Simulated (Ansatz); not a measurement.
Candidates: CaB6-type LaB6, CaB6-type CaB6, A15 Mo3Si, B20 (FeSi-type) MnSi, antifluorite Mg2Si. Level: PBEsol (Ansatz, a quantum-chemistry and plane-wave program, plane waves, PAW).

Ansatz's runs of these crystals have no spin polarisation, but for B20 (FeSi-type) MnSi.

Density-functional runs with spin start from parallel moments for B20 (FeSi-type) MnSi.

Spin–orbit coupling is left out, also for the solids with elements from indium on (CaB6-type LaB6); its size isn't shown.

Caveats: the gap of the solid is closed in this run (CaB6-type CaB6). Ansatz's density-functional and Hartree–Fock values are scalar-relativistic unless marked +SOC, with PAW data made under PBE.

### Question
Which of them have a computed lattice parameter a between 4.3 and 5.6 Å?

### Answer
A15 Mo3Si, B20 (FeSi-type) MnSi. The values: CaB6-type LaB6 4.130 Å; CaB6-type CaB6 4.127 Å; A15 Mo3Si 4.861 Å; B20 (FeSi-type) MnSi 4.470 Å; antifluorite Mg2Si 6.326 Å.
